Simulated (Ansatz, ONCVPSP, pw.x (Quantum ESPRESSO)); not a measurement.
What a changed setting does to a pw.x run (fcc C)

Potential: optimised norm-conserving Vanderbilt (ONCV), ONCVPSP 4.0.1.1 (patched build), PBEsol; core [He], reference 2s1.75 2p2.25; waves: 2s: rc 1.00 bohr, ncon 3, nbas 7, qcut 6.4 1/bohr, local; 2p: rc 2.55 bohr, ncon 3, nbas 7, qcut 6.9 1/bohr, 1 projector; d scattering state at 0.44 Ha: rc 2.25 bohr, ncon 3, nbas 6, qcut 5 1/bohr, 3 projectors, debl 0.8 Ha; local part: the s channel; core correction: Teter function, fcfact 4.5, rcfact 1.25.

The reference run (k-mesh 18³, cutoffs 145/580 Ry, Fermi–Dirac 0.01 Ry, mixing_beta 0.4, conv_thr 1e-9, no spin) gives -1.67 GPa at 7.154 Å³/atom, where all-electron LAPW gives -3.62 GPa. This run, with its own iteration cap, changes k-mesh shift to 1.

```
&control
  calculation='scf', prefix='x', pseudo_dir='./', outdir='./tmp', tstress=.true., disk_io='none'
/
&system
  ibrav=0, nat=1, ntyp=1, ecutwfc=145, ecutrho=580, nbnd=9,
  occupations='smearing', smearing='fd', degauss=0.01
/
&electrons
  conv_thr=1e-09, mixing_beta=0.4, electron_maxstep=60
/
ATOMIC_SPECIES
C 1.0 C.UPF
CELL_PARAMETERS angstrom
  0.00000000 1.52934798 1.52934798
  1.52934798 0.00000000 1.52934798
  1.52934798 1.52934798 0.00000000
ATOMIC_POSITIONS crystal
C 0.0000 0.0000 0.0000
K_POINTS automatic
18 18 18 1 1 1
```

```bash
pw.x < C.scf.in > C.scf.out
```

Problem. How does the run end?

Solution. It converges in 5 iterations; the free energy moves by +1.0 meV/atom and the pressure by +0.08 GPa.

```
Message from routine setup:
     using ibrav=0 with symmetry is DISCOURAGED, use correct ibrav instead
     lattice parameter (alat)  =       4.0871  a.u.
     unit-cell volume          =      48.2776 (a.u.)^3
     number of electrons       =         4.00
     number of Kohn-Sham states=            9
     kinetic-energy cutoff     =     145.0000  Ry
     charge density cutoff     =     580.0000  Ry
     scf convergence threshold =      1.0E-09
     Exchange-correlation= PBESOL
     number of k points=   570  Fermi-Dirac smearing, width (Ry)=  0.0100
     iteration #  1     ecut=   145.00 Ry     beta= 0.40
     total energy              =     -11.27198549 Ry
     estimated scf accuracy    <       0.00051719 Ry
     iteration #  2     ecut=   145.00 Ry     beta= 0.40
     total energy              =     -11.27197712 Ry
     estimated scf accuracy    <       0.00017047 Ry
     iteration #  3     ecut=   145.00 Ry     beta= 0.40
     total energy              =     -11.27198247 Ry
     estimated scf accuracy    <       0.00000178 Ry
     iteration #  4     ecut=   145.00 Ry     beta= 0.40
     total energy              =     -11.27198257 Ry
     estimated scf accuracy    <          3.8E-09 Ry
     iteration #  5     ecut=   145.00 Ry     beta= 0.40
     the Fermi energy is    10.9489 ev
!    total energy              =     -11.27198257 Ry
     estimated scf accuracy    <          3.7E-10 Ry
     smearing contrib. (-TS)   =      -0.00172041 Ry
     The total energy is F=E-TS. E is the sum of the following terms:
     one-electron contribution =       4.62978010 Ry
     hartree contribution      =       0.32598094 Ry
     xc contribution           =      -3.53457792 Ry
     ewald contribution        =     -12.69144528 Ry
     convergence has been achieved in   5 iterations
          total   stress  (Ry/bohr**3)                   (kbar)     P=      -15.81
     Message from routine punch:
     Nothing written, as per user request (disk_io='none')
```

The run took about 79 s on one core of a shared host (Neoverse-N1, 64 threads, 124 GiB, load 57).
